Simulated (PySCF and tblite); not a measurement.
Results of a calculation; reference values are marked as such.
Stationary points of H$_{2}$S$_{2}$ at PBE0-D3(BJ)/def2-TZVP, in Å:

Structure A

```
 1 S    -0.194    0.657    1.041
 2 S     0.902    0.430   -0.744
 3 H    -0.983   -0.414    0.876
 4 H     0.275   -0.673   -1.173
```

Structure B

```
 1 S    -2.239   -1.600    0.025
 2 S    -1.801   -1.345   -1.958
 3 H    -3.556   -1.857   -0.092
 4 H    -1.479   -2.618   -2.258
```

The path came from a restrained scan, a climbing-image band and a saddle search at GFN2-xTB; energies are PBE0/pcSseg-1 + D3(BJ)//PBE0-D3(BJ)/def2-TZVP, thermal terms GFN2-xTB.

Task: Which structure is a saddle point, and along which motion?

Result: A: one imaginary mode (413i cm⁻¹ at GFN2-xTB, mostly on H3, H4), along the rotation about the S1–S2 bond (torsion H–S1–S2–H from -91° to 91°, rising).

Task: Give their symmetry and energies above the lowest.

Result: A C2v, 8.3 kcal/mol; B C2, 0.0 kcal/mol.
